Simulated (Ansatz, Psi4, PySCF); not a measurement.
System: C$_{3}$H$_{3}$, net charge 0, doublet state. SMILES: [CH]1C=C1
Geometry from a B3LYP-D3(BJ)/def2-TZVP (Ansatz, an electronic-structure program) optimisation:
```xyz
6

C      0.0018     0.0071     0.8842
C      0.0467    -0.6576    -0.4096
C      0.0561     0.6501    -0.4202
H     -0.7909     0.0189     1.6308
H      0.0705    -1.5781    -0.9660
H      0.0930     1.5610    -0.9914
```
Charge 0, spin multiplicity 2.

Quantity: atomisation energy, in kcal/mol. Set-up: no dispersion term unless named; 6-311+G** with 5d; UHF or UKS for open shells; 6-31G* and kin with 6d, 5d where marked; non-relativistic; LANL2DZ all-electron up to Ne; frozen cores in correlated levels; no spin-orbit coupling; atomisation electronic, to ground-state atoms. CBS marks a two-point X^-3 extrapolation of the correlation energy; Hartree-Fock from the larger set. The bracket is a focal-point correction in the basis named. First-principles rows: single points at B3LYP-D3(BJ) geometries (Ansatz). A UHF reference is markedly spin-contaminated in at least one set, which strains HF and MP2.

Coupled cluster (Ansatz) is a level with limits of its own, used here on species with T1 under 0.025 (0.045 for open shells) and stable references: RI-MP2/CBS(cc-pVTZ,cc-pVQZ)+[CCSD(T)-MP2]/cc-pVTZ.

Value to compare with, RI-MP2/CBS(cc-pVTZ,cc-pVQZ)+[CCSD(T)-MP2]/cc-pVTZ (Ansatz): 571.9 kcal/mol.

```csv
level,program,atomisation energy (kcal/mol),difference
SVWN5/6-31G*,Ansatz,669.2,97.3
PBE/LANL2DZ,Ansatz,568.9,-3.0
BP86/def2-SVP,PySCF,604.2,32.3
BP86/6-31G* (5d),PySCF,598.0,26.1
B3LYP/STO-3G,Ansatz,651.1,79.2
B3LYP/LANL2DZ,Ansatz,539.6,-32.3
B3LYP/6-31G,Ansatz,551.9,-20.0
B3LYP/6-31G*,Ansatz,571.6,-0.3
B3LYP/6-31G**,Ansatz,575.0,3.1
M06-2X/6-31G* (5d),PySCF,577.3,5.4
wB97X-D/6-311+G**,Psi4,570.4,-1.5
MP2/6-31G*,Ansatz,536.9,-35.0
MP2/6-311+G**,Ansatz,550.5,-21.4
M06-2X/def2-TZVPD,PySCF,578.1,6.2
wB97M-V/def2-TZVPD,Ansatz,576.5,4.6
wB97X-V/def2-TZVPD,Ansatz,575.9,4.0
```

Among the 13 habitual levels, SVWN5/6-31G* lies farthest from RI-MP2/CBS(cc-pVTZ,cc-pVQZ)+[CCSD(T)-MP2]/cc-pVTZ (Ansatz) (97.3 kcal/mol) and B3LYP/6-31G* nearest (-0.3); 6 of 13 lie above it, and their mean absolute difference is 27.5 kcal/mol, the median 21.4. One case shows no general order.

The levels are drawn from those run, B3LYP/6-31G* more often than the rest, none by its result; left out are runs that failed, that the program found above a lower state of the same kind, or whose <S^2> lies over 0.5 above the pure value.
